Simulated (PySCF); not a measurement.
Molecule: `C#CC(=C)CO`, C5H6O.

Molfile (atoms numbered from 1):
```
C5H6O
     RDKit          3D

 12 11  0  0  0  0  0  0  0  0999 V2000
    2.5790   -0.6849   -1.0896 C   0  0  0  0  0  0  0  0  0  0  0  0
    1.5733   -0.1672   -0.6490 C   0  0  0  0  0  0  0  0  0  0  0  0
    0.3516    0.3827   -0.1520 C   0  0  0  0  0  0  0  0  0  0  0  0
    0.2797    1.6101    0.3863 C   0  0  0  0  0  0  0  0  0  0  0  0
   -0.8706   -0.5055   -0.2856 C   0  0  0  0  0  0  0  0  0  0  0  0
   -2.0022   -0.0158    0.3624 O   0  0  0  0  0  0  0  0  0  0  0  0
    3.4773   -1.1296   -1.4766 H   0  0  0  0  0  0  0  0  0  0  0  0
   -0.6848    1.9936    0.7264 H   0  0  0  0  0  0  0  0  0  0  0  0
    1.1629    2.2441    0.4792 H   0  0  0  0  0  0  0  0  0  0  0  0
   -1.1219   -0.5932   -1.3561 H   0  0  0  0  0  0  0  0  0  0  0  0
   -0.5978   -1.5271    0.0470 H   0  0  0  0  0  0  0  0  0  0  0  0
   -1.8256   -0.0233    1.3098 H   0  0  0  0  0  0  0  0  0  0  0  0
  1  2  3  0
  2  3  1  0
  3  4  2  0
  3  5  1  0
  5  6  1  0
  1  7  1  0
  4  8  1  0
  4  9  1  0
  5 10  1  0
  5 11  1  0
  6 12  1  0
M  END
```

Geometry PBE0-D3(BJ)/def2-SVP throughout; GIAO in PySCF, gas phase, one conformer, non-relativistic; equivalent atoms averaged; functional PBE0.

For orientation, def2-TZVP gives these absolute shieldings σ: C4 59.7, C1 100.2, C2 102.9, C5 118.0, H8 25.37, H9 25.57, H7 28.47, H10/H11 27.34, H12 31.79 ppm.

A run gave: C4 74.9, C1 114.3, C2 121.1, C5 131.1, H8 26.16, H9 26.28, H7 29.16, H10/H11 27.84, H12 32.39 ppm (absolute shieldings σ).

Q: Which basis set was used in that run?
A. 6-311+G(2d,p)
B. cc-pVDZ
C. aug-cc-pVDZ
D. def2-SVP
E. 6-31G*

A: E. H8 tells them apart best: 6-31G* gives 26.16, aug-cc-pVDZ gives 25.09, 6-311+G(2d,p) gives 25.38, cc-pVDZ gives 25.33, def2-SVP gives 25.45 ppm.
